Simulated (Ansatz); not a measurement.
# hcp K (model structure)

These are LDA in Ansatz (plane waves, PAW) values and carry that method's errors.

Numerical settings: plane-wave cutoff 500 eV, 18×18×10 k mesh (along the axes of the cell as run), Fermi–Dirac smearing 0.1 eV, scalar-relativistic PAW data made under PBE.

Cell (relaxed at this level):

```
CELL_PARAMETERS angstrom
      2.25360    -3.90335     0.00000
      2.25360     3.90335     0.00000
      0.00000     0.00000     7.34578
ATOMIC_POSITIONS crystal
  K  0.33333 0.66667 0.25000
  K  0.66667 0.33333 0.75000
```

```
Item      Result
--------  ------
band gap    none
```

Note: the relaxation could raise the start's symmetry but not lower it, so the cell can be a saddle point.

A model structure was made by putting elements into a prototype or built by hand; it is no filed structure, need not be a known phase, and can be a saddle point held by its symmetry.

Ansatz is a first-principles code.
